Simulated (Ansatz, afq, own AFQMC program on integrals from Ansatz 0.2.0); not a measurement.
## Br, doublet: AFQMC among the cluster methods

A free Br atom.

Basis def2-TZVP. Only valence electrons are correlated. Integrals, coupled cluster, full CI and functionals: Ansatz 0.2.0; the random walks run on the same integrals in our own AFQMC program. The CISD trial takes its coefficients from CCSD amplitudes. Released means that phaseless walkers are propagated on without the constraint, phases kept. Free AFQMC starts from the CCSD state and is never constrained. Its projection time is finite, and what remains of the start isn't in its error. Error bars are statistical, one sigma. No spin–orbit coupling.

Determinant: UHF, the one that the program's search chose, which needn't be the lowest solution.

No full CI on the walks' own integrals is used here; CCSDT(Q) serves as the reference and is uncertain by about the last step of the cluster series.

Cautions: no relativity below Rb; no spin-orbit coupling; inner d shell frozen; the ph-AFQMC/HF walk drifts between its halves (2.4 errors).

* T1 diagnostic: 0.0065
* weight of the determinant in the CISD state: 0.935
* ⟨S²⟩ of the determinant: 0.759
* size of the correlated space: 7 electrons in 34 orbitals

| level | correlation energy (eV) |
| --- | --- |
| MP2 | -3.6483 |
| CCSD | -4.1820 |
| CCSD(T) | -4.3063 |

Q: Estimate where free-projection AFQMC lies against CCSD(T) on the same integrals.

A: 1.7 ± 0.2 kJ/mol below CCSD(T).

Reference: CCSDT(Q), correlation energy -4.324 eV. The released energy is read at 1.50 1/Eh (meV from the phaseless value at times in 1/Eh: -4.2 ± 1.4 at 0.24, -5.3 ± 1.1 at 0.50, -6.4 ± 1.0 at 1.00, -7.1 ± 1.3 at 1.50).

```tsv
level	E − E(reference) (kJ/mol)	share of correlation (%)
CCSD(T)	1.7	99.58
CCSDT	0.3	99.93
ph-AFQMC/HF	7.1 ± 1.2	98.30
ph-AFQMC/CISD	0.7 ± 0.1	99.84
released AFQMC	0.0 ± 0.1	100.00
free AFQMC	0.1 ± 0.2	99.99
```

Free projections are given only where their last times agree within the noise and don't stop above the reference; a slow remainder of the start can still hide under it. A walk keeps the symmetry of its determinant, which the program's search chose and which needn't be the lowest solution, so a lower state of the same spin and another symmetry isn't excluded. Released energies are given only where the last usable release times agree within the noise; a slower fall can still hide under it.
